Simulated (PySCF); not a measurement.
# Vibration and rotation of SiH⁺

PBE0 constants of SiH⁺, ¹Σ⁺ (singlet), closed shell (basis Si def2-TZVP, H def2-TZVP; no relativity; PySCF 2.14; masses 27.9769 and 1.0078 u):

| Item | Value |
| --- | --- |
| ωe | 2127.8 cm⁻¹ |
| ωexe | 29.0 cm⁻¹ |
| Be | 7.5156 cm⁻¹ |
| αe | 0.184 cm⁻¹ |
| De to Si⁺ + H | 3.24 eV |

(1) What force constant and bond length do these constants imply?

(2) Estimate the centrifugal constant D from the Kratzer relation and find the Dunham coefficient a1.

For an ion De counts to the pair picked by the measured ionisation energies or electron affinities, which need not be the lowest pair at this level.

Answers

(1) Reduced mass μred = 0.97278 u; k = 5.8918×10⁻⁷·μred·ωe² (u, cm⁻¹, mdyn/Å) = 2.59 mdyn/Å; Re = √(16.8576/(μred·Be)) (u, cm⁻¹, Å) = 1.518 Å.

(2) D = 4Be³/ωe² = 0.000375 cm⁻¹; a1 = −1 − αeωe/(6Be²) = -2.16.
